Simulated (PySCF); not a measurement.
Excitation energies in several basis sets

C₃H₉N.
SMILES: `CN(C)C`

TDDFT with PBE0 (PySCF), vertical singlets, core orbitals frozen in the response, spherical d and f functions. Isolated species at its PBE0-D3(BJ)/def2-SVP geometry, gas phase.

```
      basis  functions  diffuse  S1 (eV)  S2 (eV)  S3 (eV)  S4 (eV)  S5 (eV)  LUMO (eV)  α (au)
     6-31G*         74       no     6.99     8.49     8.50     9.12     9.12       2.61    40.9
    6-31+G*         90      yes     5.41     6.15     6.15     6.29     6.78       0.48    46.8
   def2-SVP        101       no     6.34     7.74     7.74     8.19     8.19       1.73    42.8
  def2-SVPD        152      yes     5.64     6.66     6.67     7.53     7.61       0.74    50.3
aug-cc-pVDZ        173      yes     5.00     5.69     5.69     5.88     6.33      -0.07    52.4
  def2-TZVP        178       no     5.96     7.38     7.38     7.64     7.64       1.15    48.6
 def2-TZVPD        229      yes     5.33     6.21     6.21     6.78     7.06       0.34    51.8
```

Q: Compare the sets with the largest diffuse one.

A: States are compared by their number. Against the largest diffuse basis here (def2-TZVPD, itself not a converged limit), sets without diffuse functions differ by up to 1.66 eV in S1 and 2.06 eV in S5; the smaller diffuse sets differ by up to 0.33 and 0.73 eV. State by state, the largest deviation of a set without diffuse functions is S1 1.66, S2 2.28, S3 2.28, S4 2.33, S5 2.06 eV. The same number needn't mean the same state in each row. Against def2-TZVPD the polarisability deviates by -21% in 6-31G*, -10% in 6-31+G*, -17% in def2-SVP, -3% in def2-SVPD, +1% in aug-cc-pVDZ, -6% in def2-TZVP. A single + in a Pople set puts diffuse functions on heavy atoms only.
